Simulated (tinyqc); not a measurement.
Inside a calculation. Method: extended Hueckel theory, for H2O-. The parameters take no account of the charge, which enters only through the electron count, and nothing here shows that the anion is bound. One step of it, computed by the program tinyqc.

Problem. Wolfsberg-Helmholz matrix. H_ij = K' S_ij (H_ii + H_jj)/2 for i != j (the diagonal keeps H_ii), with K' = K + D^2 + D^4 (1 - K), D = (H_ii - H_jj)/(H_ii + H_jj), K = 2.

overlap S:
```
           1O 2s    1O 2px     1O 2py    1O 2pz     2H 1s      3H 1s
1O 2s   1.000000  0.000000   0.000000  0.000000  0.453839   0.456612
1O 2px  0.000000  1.000000   0.000000  0.000000  0.000000   0.000000
1O 2py  0.000000  0.000000   1.000000  0.000000  0.308470  -0.309876
1O 2pz  0.000000  0.000000   0.000000  1.000000  0.236976   0.237774
2H 1s   0.453839  0.000000   0.308470  0.236976  1.000000   0.219723
3H 1s   0.456612  0.000000  -0.309876  0.237774  0.219723   1.000000
```

diagonal H_ii (eV): 1O 2s -32.300000, 1O 2px -14.800000, 1O 2py -14.800000, 1O 2pz -14.800000, 2H 1s -13.600000, 3H 1s -13.600000

K = 2.000000

Give: H.

Solution.

H (eV):
```
          1O 2s   1O 2px   1O 2py   1O 2pz    2H 1s    3H 1s
1O 2s   -32.300    0.000    0.000    0.000  -22.273  -22.409
1O 2px    0.000  -14.800    0.000    0.000    0.000    0.000
1O 2py    0.000    0.000  -14.800    0.000   -8.768    8.808
1O 2pz    0.000    0.000    0.000  -14.800   -6.736   -6.759
2H 1s   -22.273    0.000   -8.768   -6.736  -13.600   -5.976
3H 1s   -22.409    0.000    8.808   -6.759   -5.976  -13.600
```
